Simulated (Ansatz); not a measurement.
Program: Ansatz. Geometries: PBE0-D4/def2-TZVP. ΔE: electronic, gas phase. CCSD(T)/CBS is extrapolated from def2-TZVPP and def2-QZVPP, frozen cores. Functionals use def2-TZVPP.

`BN` + `BO` → `BOB` + NH₃  (ligand exchange at a B–N bond)

```csv
level,ΔE (kJ/mol)
CAM-B3LYP,40.8
CCSD(T)/cc-pV(D+d)Z,50.7
```

(1) What does CCSD(T)/CBS give? (Estimate.)

(2) What do rigid-rotor, harmonic-oscillator terms from PBE0-D4/def2-TZVP frequencies (298.15 K, 1 bar) make of the CCSD(T)/CBS value? (Best estimate.)

Largest T1 diagnostic among the species: 0.014.

Results:

(1) Computed: +34.3 kJ/mol. The listed levels differ from it by 6.5, 16.4 kJ/mol.

(2) The calculation gave: ΔZPE = -6.8 kJ/mol, ΔH = +30.3 kJ/mol, ΔS = -3 J/(mol·K), ΔG = +31.3 kJ/mol.

At CCSD(T), def2-SVP lies +14.2 kJ/mol from the extrapolated value and def2-TZVPP +3.2 kJ/mol. In def2-TZVPP, CCSD(T) changes the Hartree–Fock value by +16.4 kJ/mol (the triples alone add +2.3 kJ/mol) and MP2 by +15.8 kJ/mol. From r2SCAN to r2SCAN0 (25 % exact exchange), in def2-TZVPP and without D4, ΔE moves by −3.3 kJ/mol.
